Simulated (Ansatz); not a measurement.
System: fcc Pt. Method: r²SCAN in Ansatz (PAW).

A relaxed, unreconstructed slab of the (211) face has 24 atoms, two equal faces of 19.029 Å² each and an energy of -300878.4802 eV. A bulk cell of 6 atoms with the same orientation and in-plane k mesh has -75220.7348 eV. Energies are extrapolated to zero smearing.

Settings: plane-wave cutoff 500 eV, 8×20×1 k mesh (along the axes of the cell as run), Fermi–Dirac smearing 0.1 eV, scalar-relativistic PAW data made under PBE.

Worked out: γ = (E_slab − N E_bulk per atom)/2A = [-300878.4802 − 24 × (-75220.7348/6)]/(2 × 19.029) = 0.1172 eV/Å². With 16.022 J/m² per eV/Å² this is 1.88 J/m², or 2.23 eV per surface cell and face.

Ansatz is a quantum-chemistry and plane-wave program.
